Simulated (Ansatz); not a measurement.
A nudged elastic band was laid between two geometries of H$_{6}$OSi$_{2}$ (9 atoms, charge 0, multiplicity 1).

The calculation used Ansatz, RKS PBE0-D4/def2-SVP.

| Quantity | Value |
| --- | --- |
| movable images | 7 |
| climbing image | yes |
| spring | 5.0 eV/Å² |
| optimiser | quadratic models (default) |
| start path | IDPP |
| force threshold | 0.05 eV/Å |
| iteration limit | 60 |
| end points | relaxed |

Image 0:

```xyz
9
Properties=species:S:1:pos:R:3
Si -0.709 1.062 -0.933
O 0.451 0.100 -0.244
Si 0.798 -1.055 0.891
H -1.788 0.221 -1.536
H -0.069 1.886 -1.995
H -1.317 1.959 0.097
H 2.250 -1.375 0.811
H 0.000 -2.293 0.631
H 0.472 -0.552 2.260
```

Image 8:

```xyz
9
Properties=species:S:1:pos:R:3
Si -0.541 1.247 -0.815
O 0.139 -0.213 -0.434
Si 0.580 -1.290 0.744
H -1.951 1.306 -0.325
H -0.522 1.404 -2.296
H 0.234 2.360 -0.187
H 1.576 -0.668 1.670
H 1.188 -2.481 0.089
H -0.615 -1.712 1.536
```

Which bonds break or form, and what moves?

No bond is made or broken. The dihedral Si1–O2–Si3–H9 goes from -60 to 60°. The two ends are copies of one structure, up to a mirror image or an exchange of like atoms.

What energy profile does the band end with?

The forces met the threshold. The highest image is number 4 of 0 to 8, 0.013 eV above the ends, which have the same energy within 2 meV. A vibrational analysis at the climbing image gives one clearly imaginary mode, 74i cm⁻¹: a first-order saddle point.

```tsv
image	path coordinate (Å)	energy (eV)	dihedral Si1–O2–Si3–H9 (°)
0	0.00	0.000	-60
1	0.46	0.002	-46
2	0.92	0.006	-32
3	1.37	0.011	-16
4	1.83	0.013	-1
5	2.29	0.011	15
6	2.75	0.006	30
7	3.21	0.002	45
8	3.67	0.000	60
```

What is the geometry of the highest image?


```xyz
9
Properties=species:S:1:pos:R:3
Si -0.640 1.164 -0.866
O 0.329 -0.079 -0.362
Si 0.710 -1.188 0.807
H -2.067 0.726 -0.928
H -0.195 1.586 -2.224
H -0.534 2.325 0.070
H 2.117 -0.974 1.254
H 0.573 -2.565 0.251
H -0.204 -1.041 1.981
```

Time of the run: 83 s on 1 thread of Arm Neoverse V1, on a shared host, peak memory 0.15 GiB.
